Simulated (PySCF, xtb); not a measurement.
H3N, SMILES N (connectivity only; charge and spin as stated), charge +1, multiplicity 2.

Harmonic wavenumbers (cm⁻¹) from xtb with GFN2-xTB at its own minimum, in rising order: 748, 1198, 1199, 3189, 3237, 3239.

Problem. What does TPSSh-D3(BJ)/def2-TZVPD (PySCF) give at its own minimum? (Estimate from the structure and the level; the computed values follow.)

Solution. 874, 1547, 1547, 3333, 3507, 3507. Paired by order, the mean absolute difference is 251 cm⁻¹ and the zero-point energies are 18.3 and 20.5 kcal/mol.
